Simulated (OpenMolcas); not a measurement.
NH (imidogen): the energy, rung by rung

NH has 2 atoms, charge 0, and is taken as a triplet. SMILES: `[NH]`. The bond length is the measured one.

```xyz
2

N     0.0000    0.0000    0.0000
H     0.0000    0.0000    1.0362
```

Each level gives the energy change with the N1–H2 bond stretched from 1.036 to 1.813 Å (eV). The values are calculated.

| level | kind | program | value (eV) | less FCI/6-31G* | CPU time (all runs) |
| --- | --- | --- | --- | --- | --- |
| UHF/6-31G* (spherical functions) | Hartree–Fock | OpenMolcas | 2.00 | -0.25 | 3.3 s |
| USVWN5/6-31G* (spherical functions) | LDA | OpenMolcas | 2.56 | +0.31 | 6.8 s |
| UPBE/6-31G* (spherical functions) | GGA | OpenMolcas | 2.60 | +0.35 | 8.3 s |
| U-r2SCAN/6-31G* (spherical functions) | meta-GGA | OpenMolcas | 2.58 | +0.33 | 11 s |
| UPBE0/6-31G* (spherical functions) | global hybrid | OpenMolcas | 2.77 | +0.52 | 8.5 s |
| CASSCF(6,5)/6-31G* (spherical functions) | multireference | OpenMolcas | 2.10 | -0.15 | 7.3 s |
| MRCI(6,5)/6-31G* (spherical functions) | multireference | OpenMolcas | 2.24 | -0.01 | 7.4 s |
| ROCCSD(T)/6-31G* (spherical functions) | coupled cluster or CI | OpenMolcas | 2.29 | +0.04 | 4.8 s |
| FCI/3-21G | exact in the basis | OpenMolcas | 1.81 | -0.44 | 4.2 s |
| FCI/6-31G* (spherical functions) | exact in the basis | OpenMolcas | 2.25 | 0.00 | 12 s |

FCI/6-31G* (spherical functions) is exact within its basis and frozen core, so for wave-function methods in that basis the difference is their error; functionals converge differently with the basis, so for them it is only a difference. The first shape isn't each level's own minimum. The values span 1.81 to 2.77 eV. Spin contamination of the reference (⟨S²⟩ at least 0.1 too high) touches UHF/6-31G*, USVWN5/6-31G*, UPBE/6-31G*, U-r2SCAN/6-31G*, UPBE0/6-31G*. High-level rows in very small sets aren't better than simpler rows in larger ones. Times are those of the runs behind each value, whatever else they computed, on shared processors of several kinds: orders of magnitude only.
